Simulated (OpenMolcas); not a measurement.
Exact exchange and the vertical ionisation energy of C2N2

C2N2: 4 atoms, total charge 0, spin state singlet. As SMILES, `[C-]#[N+][N+]#[C-]`. The coordinates come from a PBE0-D4/def2-TZVP relaxation.

The vertical ionisation energy (to the doublet cation) y, in eV, basis cc-pVTZ; a is the functional's share of exact exchange. Programs: OpenMolcas 26.06.

| functional | program | a | y (eV) |
| --- | --- | --- | --- |
| PBE | OpenMolcas | 0 | 11.88 |
| BLYP | OpenMolcas | 0 | 11.79 |
| B3LYP | OpenMolcas | 0.2 | ? |
| PBE0 | OpenMolcas | 0.25 | 12.50 |
| BHLYP | OpenMolcas | 0.5 | 13.04 |

**Question.** Fit y = c + s·a to the known rows and predict B3LYP.

**Answer.** 
1. Means of the 4 rows: a = 0.1875, y = 12.303.
2. Σ(Δa)² = 0.17188, Σ(Δa·Δy) = 0.41812, so the slope is 0.41812/0.17188 = 2.4326.
3. Intercept: 12.303 − (2.4326) × 0.1875 = 11.847. The largest residual of the fit is 0.057.
4. B3LYP: 11.847 + (2.4326) × 0.2 = 12.33 eV.

The run gave 12.47 eV, so the prediction is off by -0.14 eV, more than the scatter of the fit. The rows mix families of semi-local functionals, which the line can't see.
